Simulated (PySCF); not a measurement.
Compound: phosphorus pentafluoride, PF5.
Geometry (PBE0-D3(BJ)/def2-SVP, Å), atoms numbered from 1 in this order:
```
atom  x, y, z in Å
F1     0.6422   -0.5738   -1.3522
P2     0.0032   -0.0053   -0.0075
F3     1.1101    1.1043    0.0491
F4     0.2439   -1.3887    0.6915
F5    -1.3442    0.2681   -0.7626
F6    -0.6358    0.5639    1.3371
```

Jobs on this species (6 atoms, 60 electrons) with PySCF (density fitting). Hardware of each: one thread of an Intel Xeon Platinum 8259CL at 2.50 GHz, no GPU (shared host). Times come from a shared host and carry two figures at best. Peak memory is the resident size of the whole Python process, interpreter and libraries included.

| level and settings | work | basis functions | SCF cycles | wall time | peak memory |
| --- | --- | --- | --- | --- | --- |
| KT3/pcSseg-2 | shieldings | 223 | ? | ? | ? |
| PBE0/pcSseg-2 | shieldings | 223 | ? | ? | ? |
| mPW1PW91/pcSseg-2 | shieldings | 223 | 12 | 21 s | 1.1 GiB |
| KT2/pcSseg-2 | shieldings | 223 | 15 | 31 s | 1.0 GiB |
| PBE0-D3(BJ)/def2-SVP, grid level 1 | geometry optimisation from a GFN2-xTB start shaken at random | 88 | 84 | 42 s | 0.38 GiB |
| B97-D/pcSseg-2 | shieldings | 223 | 14 | 30 s | 1.0 GiB |
| B3LYP/pcSseg-2 | shieldings | 223 | 12 | 20 s | 1.1 GiB |

Q: Fill in the missing figures.

A: 
- KT3/pcSseg-2; shieldings: 30 s, 1.0 GiB, 14 SCF cycles
- PBE0/pcSseg-2; shieldings: 20 s, 1.1 GiB, 12 SCF cycles

Q: What do all jobs in the table cost together?

A: About 3.2 min; the longest takes about 22 % of that, and about 2.1 times as long as the shortest.
